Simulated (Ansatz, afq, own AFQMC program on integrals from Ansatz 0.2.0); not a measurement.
Two steps: Ansatz 0.2.0 writes the Fock matrix and Cholesky factors of the valence space, and afq projects on them the lowest state that overlaps trial and start.

```yaml
crystal:
  periodic: [false, false, false]
  atoms:
    - {symbol: Si, position_ang: [-0.085001, 0.000000, 0.494288]}
    - {symbol: B, position_ang: [0.088473, -0.000001, -1.451856]}
    - {symbol: H, position_ang: [0.709774, -1.206838, 0.899706]}
    - {symbol: H, position_ang: [0.709775, 1.206839, 0.899704]}
basis:
  gaussian: {orbitals: cc-pVDZ}
magnetization: {spin_polarized: false, initial_magnetization: 1}
correlation: {method: ccsd_t, electrons: outside_noble_gas, hamiltonian_folder: ham}
```

```sh
$ ansatz run in.yaml --threads 1 --pin off --events-out ev --progress --plain --max-ram 1382MiB
```

afq runs on the folder ham with

```
--method phaseless --trial hf --walkers 120 --populations 1 --least-time 40 --time-step 0.005 --steps-per-block 20 --equilibration-blocks 112 --max-blocks 600 --target-error 0.00108 --factor-cut 1e-05 --start spin_pure --seed 3148 --taylor-order 6
```

Times are imaginary, in 1/Eh. The walk had a cap of 1011 s.

Output of the walk:

```
orbitals 36  electrons 5 4  factors 272 of 402
reference energy -314.59546925 Eh
CCSD correlation -0.19721971 Eh in 18 cycles, weight of the determinant in the CISD state 0.8239
energy of the start -314.595469 Eh
 block  time / (1/Eh)  mean weight  energy / Eh
     1     0.100  1.0003  -314.625177
     2     0.200  1.0005  -314.648286
     3     0.300  1.0020  -314.669313
     4     0.400  1.0006  -314.688524
     5     0.500  1.0030  -314.702248
     7     0.700  0.9995  -314.718179
     9     0.900  0.9991  -314.734396
    18     1.800  1.0002  -314.757005
    52     5.200  0.9998  -314.793650
    86     8.600  0.9998  -314.817537
   120    12.000  0.9997  -314.834351
   154    15.400  0.9987  -314.812537
   171    17.100  0.9993  -314.775350
   188    18.800  0.9982  -314.787609
   222    22.200  1.0002  -314.825323
   256    25.600  1.0004  -314.791299
   290    29.000  1.0006  -314.789427
   307    30.700  1.0020  -314.841499
   324    32.400  0.9995  -314.832714
   358    35.800  0.9996  -314.788933
   392    39.200  1.0020  -314.823712
   426    42.600  1.0003  -314.829260
   460    46.000  1.0004  -314.810081
   494    49.400  0.9998  -314.818145
   528    52.800  1.0015  -314.811236
   562    56.200  1.0003  -314.800671
   596    59.600  0.9990  -314.822658
   630    63.000  0.9981  -314.787833
   664    66.400  0.9983  -314.786389
   698    69.800  1.0013  -314.785655
blocks merged  error / Eh  count
     1  0.000693  600
     2  0.000934  300
     4  0.001263  150
     8  0.001628  75
    16  0.002018  37
    32  0.002482  18
    64  0.002319  9
energy -314.800736 +/- 0.002482 Eh
(rows thinned)
```

The run passed its tests (sampling time, drift between the halves within three errors, error under three times the target), which doesn't prove that it has relaxed.

Against this walk (error 67.5 meV) on the same determinant: CCSD(T) 37.2 meV lower (within the noise), CCSDT(Q) 104.1 meV lower (within the noise), a separate phaseless walk with a CISD trial and standard settings 59.4 ± 70.0 meV lower (within the noise). The error is statistical and leaves out the bias of the constraint.

Cautions: constraint bias not in the error; error above the target (67.5 against 29.4 meV); higher spins were not checked; a spin-contaminated unrestricted determinant lies lower (UHF 495 meV lower, ⟨S²⟩ 1.44); strong correlation (T1 0.045, weight of the determinant 0.82, largest double 0.16); the bias of populations of 120 walkers isn't removed.

The walk took 100 s on 1 thread of AMD EPYC 9R45 96-Core Processor (Zen 5), with other jobs on the host. The log's last line is the phaseless energy.

CCSDT and higher add their correlation energy to the determinant of the CCSD(T) run, since their own runs factorise the integrals more tightly (a shift of under 2 meV). A walk keeps the symmetry of its determinant, which the program's search chose and which needn't be the lowest solution, so a lower state of the same spin and another symmetry isn't excluded.
